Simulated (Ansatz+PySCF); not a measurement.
A calculation with PySCF 2.14.0.

```python
from pyscf import gto, scf, mp

mol = gto.M(atom="""
Li 0.000000 0.000000 -0.938730
H 0.000000 0.000000 2.816200
""", basis='6-31g', charge=0, spin=0)
mf = scf.UHF(mol)
mf.kernel()
pt = mp.MP2(mf, frozen=None).run()
print(mf.e_tot, pt.e_corr, pt.e_tot)
```

The script is written out from the run's settings.

The run gave:

```json
{
  "Converged": "yes",
  "Reference energy": "-7.86861 hartree",
  "Correlation energy": "-0.02736 hartree",
  "Total energy": "-7.89597 hartree"
}
```

This is not the lowest solution: another run reaches a determinant 1.69 eV lower. Caution: large amplitudes, a single reference is doubtful.
